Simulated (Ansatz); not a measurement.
The input, for Ansatz 0.2.0:

```yaml
crystal:
  periodic: [false, false, false]
  atoms:
    - {symbol: Si, position_ang: [-0.106206, 0.000000, 0.000000]}
    - {symbol: H, position_ang: [-0.601078, 1.399708, 0.000000]}
    - {symbol: H, position_ang: [-0.601078, -0.699854, 1.212183]}
    - {symbol: H, position_ang: [-0.601078, -0.699854, -1.212183]}
    - {symbol: H, position_ang: [2.008794, 0.000000, 0.000000]}
    - {symbol: H, position_ang: [2.753794, 0.000000, 0.000000]}
basis:
  gaussian: {orbitals: 6-31G}
magnetization: {spin_polarized: false, initial_magnetization: 1}
correlation: {method: bccd_t, electrons: outside_noble_gas}
```

```sh
$ ansatz run in.yaml --threads 1 --pin off --events-out ev --progress --plain --max-ram 2393MiB
```

Output:

```
300 factors; integrals over basis functions are off by at most 9.2e-4 eV
mean field evaluation 1: about -7936.2934 eV, gradient 7.9e0 eV
mean field evaluation 2: about -7936.2943 eV, gradient 7.9e0 eV
mean field evaluation 4: about -7936.7917 eV, gradient 3.0e-1 eV
mean field evaluation 8: about -7936.7933 eV, gradient 2.8e-6 eV
mean field -7936.79331866 eV, -291.6717747091 hartree, gradient 8.5e-6 eV, S^2 0.750000; 0 other end points of the search recorded, 0 dependent functions left out
mean field evaluation 16: about -7936.3022 eV, gradient 6.4e0 eV
5 core orbitals not correlated: weight in the atoms' cores, before any rotation towards them, 1.000 or more for the frozen orbitals, at most 0.000 for the correlated occupied ones
reference -7936.79331866 eV, -291.6717747091 hartree; 5, 4 occupied and 13, 14 virtual orbitals, 300 factors
second order -1.84771755 eV of doubles, -0.02757921 eV of singles
cycle   1  -2.38165076 eV  change   -5.1e-1 eV  update   5.7e-2
cycle   2  -2.61998440 eV  change   -2.4e-1 eV  update   2.4e-2
cycle   3  -2.62306195 eV  change   -3.1e-3 eV  update   5.8e-3
cycle   4  -2.62402605 eV  change   -9.6e-4 eV  update   1.9e-3
cycle   5  -2.62339604 eV  change    6.3e-4 eV  update   5.9e-4
cycle   6  -2.62353007 eV  change   -1.3e-4 eV  update   2.1e-4
cycle   7  -2.62366657 eV  change   -1.4e-4 eV  update   5.1e-5
cycle   8  -2.62365516 eV  change    1.1e-5 eV  update   1.7e-5
cycle   9  -2.62364744 eV  change    7.7e-6 eV  update   7.1e-6
perturbative correction -0.02415079 eV, -0.0008875251 hartree
Total energy: -7939.44111689 eV, -291.7690794992 hartree
```

For the same geometry and basis full CI lies 10.6 meV lower.

Ran on 1 thread of Arm Neoverse V1, shared host: 0.54 s wall, 0.16 GiB peak host memory.
